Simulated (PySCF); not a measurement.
**Core-level binding energies of 1,3,5-triazine**

Compound: 1,3,5-triazine, C3H3N3.
Cartesian coordinates in Å at the GFN2-xTB level; atoms count from 1:
```
atom  x, y, z in Å
C1     1.1546   -0.5396   -0.1970
N2     0.0994   -1.3361   -0.1733
C3    -1.0588   -0.7271   -0.3635
N4    -1.2140    0.5700   -0.5684
C5    -0.0913    1.2685   -0.5718
N6     1.1190    0.7681   -0.3900
H7     2.1258   -0.9943   -0.0452
H8    -1.9518   -1.3396   -0.3492
H9    -0.1695    2.3361   -0.7357
```

Method: delta-SCF UKS SCAN, pcX-2 on the ionised atom, pcseg-1 elsewhere, spin-free X2C (PySCF). Binding energies are ΔSCF values: E(core-ionised, relaxed orbitals) − E(ground state) at a fixed geometry, referred to the vacuum level.

Problem. What binding energy does each computed site have?

Solution. 
| atom(s) | bonded to | level | binding energy (eV) | count |
| --- | --- | --- | --- | --- |
| N2/N4/N6 | 2 C (aromatic in the SMILES) | N 1s | 405.65 | 3 |
| C1/C3/C5 | 2 N (aromatic in the SMILES) and H | C 1s | 293.27 | 3 |

Problem. Which photon energy gives electrons from C 1s of C1/C3/C5 a kinetic energy of 50 eV, and what is their de Broglie wavelength?

Solution. hν = 293.27 + 50 = 343.27 eV, recoil neglected; λ = 12.264 Å/√(E/eV) = 1.73 Å.

Problem. What is the longest wavelength that can ionise C 1s of C1/C3/C5 vertically?

Solution. λ = hc/E = 12398.42 eV Å / 293.27 eV = 42.276 Å.

The first atom of each set that the bonding makes equivalent was ionised and stands for the set. Geometry: GFN2-xTB; no solvent, vibrations or thermal averaging.

Time: 16 s wall. Hardware: one thread of an Arm Neoverse N1 (shared host).
